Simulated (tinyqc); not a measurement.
Worked calculation: RHF in the sto-6g basis, for CH3-, spin multiplicity 1. The basis has no diffuse functions, so it cannot describe the extra electron: this is an exercise in the method, not the real anion. One step of it, computed by the program tinyqc.

Task: Iteration 2: DIIS coefficients. Solve [B -1; -1 0][c; lambda] = [0; -1] for the coefficients, which sum to one.

B (overlaps of the stored error matrices):
```
                1               2
1   2.2809596e+00  -3.6957916e-02
2  -3.6957916e-02   5.3350063e-02
```

Give: DIIS coefficients.

Result:

DIIS coefficients: 0.0375  0.9625
